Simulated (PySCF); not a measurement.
## Working out the ionisation energy of Cl

Cl [Ne] 3s2 3p5 (2P) → Cl⁺ [Ne] 3s2 3p4 (3P). Calculation: PySCF 2.14, in jorge-DZP-DKH (7s4p1d, 24 functions); scalar relativity by spin-free X2C-1e. Frozen: [Ne]. Energies in hartree (1 hartree = 27.21139 eV):

| part | Cl (lower) | Cl⁺ (upper) |
| --- | --- | --- |
| UHF | -460.883758 | -460.451080 |
| CCSD correlation | -0.132978 | -0.111811 |
| (T) | -0.001420 | -0.001183 |

Problem. What does Hartree-Fock give?

Solution. (-460.451080) − (-460.883758) = 0.432678 hartree = 11.774 eV.

Problem. What do CCSD and CCSD(T) give?

Solution. The CCSD correlation energies differ by 0.021167 hartree = 0.576 eV and the triples by 0.000237 hartree = 0.006 eV, so CCSD gives 12.350 eV and CCSD(T) 12.356 eV.

Measured between the centres of the two terms (NIST): 12.974 eV, so CCSD(T) (valence) is off by -0.618 eV.

A double-zeta basis recovers only part of the correlation energy.

What remains against the reference includes basis incompleteness, the frozen core and higher excitations.
